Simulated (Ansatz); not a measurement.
Mulliken charges of AlH5S (`[AlH3-][SH2+]`) from B3LYP/def2-TZVPP in Ansatz (PBE0-D4/def2-TZVP geometry).

| atom | x (Å) | y (Å) | z (Å) | charge (e) |
| --- | --- | --- | --- | --- |
| Al1 | -0.614 | -0.749 | -0.514 | 0.303 |
| S2 | 0.625 | 0.694 | 1.162 | -0.057 |
| H3 | 0.051 | -2.124 | -0.051 | -0.176 |
| H4 | -2.072 | -0.375 | 0.014 | -0.176 |
| H5 | -0.091 | -0.064 | -1.858 | -0.178 |
| H6 | 0.329 | 1.891 | 0.626 | 0.142 |
| H7 | 1.834 | 0.658 | 0.576 | 0.142 |

Task: By hand: the dipole of these point charges (1 e Å = 4.8032 D).

Result: Σ q r = (0.457, 0.547, 0.286) e Å, of length 0.768 e Å = 3.69 D.

Task: How does the dipole of the full density compare? (Estimate.)

Result: Ansatz gave: (0.454, 0.541, 0.303) e Å, 3.69 D; the point charges give 1.00 times that, at 1° from its direction.

Point charges leave out the atoms' own dipoles, such as those of lone pairs, and Mulliken's split depends on the basis, so the close match here is no proof of good charges.

B3LYP here is the variant with VWN-RPA as its local correlation; programs differ in this.
